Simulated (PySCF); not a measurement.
## How the method moves the HOMO and LUMO of HC≡CCF(CH3)2

HC≡CCF(CH3)2, C5H7F.
SMILES with atom numbers: `[CH:1]#[C:2][C:3]([CH3:4])([CH3:5])[F:6]` (hydrogens: H7 on C1; H8, H9, H10 on C4; H11, H12, H13 on C5)

Cartesian coordinates in Å at the PBE0-D3(BJ)/def2-SVP level; atoms count from 1:
```xyz
13
C5H7F angstrom
C      2.4129    0.6796    0.2993
C      1.2203    0.4764    0.2955
C     -0.2272    0.2142    0.2757
C     -0.8285    0.6174   -1.0621
C     -0.5150   -1.2360    0.6327
F     -0.8219    1.0065    1.2519
H      3.4715    0.8631    0.3061
H     -0.6368    1.6818   -1.2539
H     -0.3914    0.0266   -1.8790
H     -1.9150    0.4495   -1.0383
H     -1.6025   -1.3983    0.6499
H     -0.0621   -1.9149   -0.1032
H     -0.1048   -1.4663    1.6252
```

Basis pcSseg-1 throughout (PySCF), one geometry. Isolated species at its PBE0-D3(BJ)/def2-SVP geometry, gas phase.

Question: How do the orbital energies, the gap and the dipole change with the method?

Answer: 
```tsv
method	kind	HOMO (eV)	LUMO (eV)	gap (eV)	μ (D)	SCF cycles
BLYP	GGA	-6.62	-0.37	6.25	1.79	15
OPBE	GGA	-6.73	-0.40	6.32	1.80	16
B97-D	GGA	-6.74	-0.43	6.31	1.84	14
KT3	GGA	-6.77	-0.48	6.30	1.79	16
PBE	GGA	-6.78	-0.53	6.26	1.80	16
KT2	GGA	-6.79	-0.55	6.24	1.83	15
BP86	GGA	-6.89	-0.63	6.26	1.83	15
LDA	LDA	-6.97	-0.79	6.19	1.89	15
B3LYP	global hybrid	-7.81	0.32	8.12	1.92	14
PBE0	global hybrid	-8.06	0.55	8.60	1.94	14
mPW1PW91	global hybrid	-8.08	0.53	8.61	1.96	14
HF	Hartree–Fock	-10.85	4.29	15.14	2.20	10
```

The HOMO spans 4.22 eV, from BLYP down to HF, and the gap runs from 6.19 eV (LDA) to 15.14 eV (HF). Over the methods BLYP (0 %), OPBE (0 %), B97-D (0 %), KT3 (0 %), PBE (0 %), KT2 (0 %), BP86 (0 %), LDA (0 %), B3LYP (20 %), PBE0 (25 %), mPW1PW91 (25 %), HF (100 %), a straight line through the gap against the share of exact exchange rises by 0.89 eV for each 10 % (correlation coefficient 1.000). The dipole ranges from 1.79 D (KT3) to 2.20 D (HF). This basis has no diffuse functions.

The vertical ΔSCF ionisation energy at B3LYP/def2-SVPD is 10.35 eV; −ε(HOMO) comes closest to it with HF (10.85 eV).
